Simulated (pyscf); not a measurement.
Thermochemistry of product channels of H₂N–Al(Cl)–Cl + H atom (H•) on the doublet surface, in kcal/mol, from ωB97M-D3(BJ)/def2-TZVP energies (ideal gas, 1 atm, RRHO with modes under 100 cm⁻¹ raised to 100, one conformer, R ln 2 for chiral ones without a mode under 150 cm⁻¹). PySCF, gas phase, ωB97X-D3(BJ)/def2-SVP geometries.

```tsv
products	ΔE	ΔH(298 K)	ΔG(298 K)	ΔG(600 K)
[H₂N–Al–Cl]• + hydrogen chloride (HCl)	+15.8	+18.4	+15.1	+12.2
amino radical (NH₂•) + Cl–AlH–Cl	+23.5	+23.5	+20.2	+17.2
[HN–Al(Cl)–Cl]• + hydrogen (H₂)	+14.8	+13.0	+10.8	+8.5
ammonia (NH₃) + [Cl–Al–Cl]•	-2.3	+2.4	-0.9	-3.5
H₂N–Al [singlet] + hydrogen chloride (HCl) + Cl atom (Cl•)	+91.2	+92.6	+82.2	+71.9
```

These are energies of the channels, which say nothing of barriers. Left out: orbital degeneracy and the spin-orbit lowering of Cl.
